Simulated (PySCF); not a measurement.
Calculation: PySCF 2.14.0 with PBE-D3(BJ)/def2-TZVP // B3LYP-D3(BJ)/def2-TZVP. All species are isolated molecules in the gas phase. 

Reference species (SMILES): `[H]/N=C\C#C` (neutral, multiplicity 1).

```json
{
 "HOMO": "-6.60 eV",
 "LUMO": "-2.59 eV",
 "dipole_moment": "2.19 D"
}
```

After one change: the HOMO falls by 0.74 eV; the LUMO falls by 0.10 eV; the dipole moment rises by 1.69 D.

Question: Which change was made? The new species is one of these.
A) `C=C=C=N`
B) `C#CN=C`
C) `C=CC#N`
D) `N=c1cc1`

Answer: C, `C=CC#N`
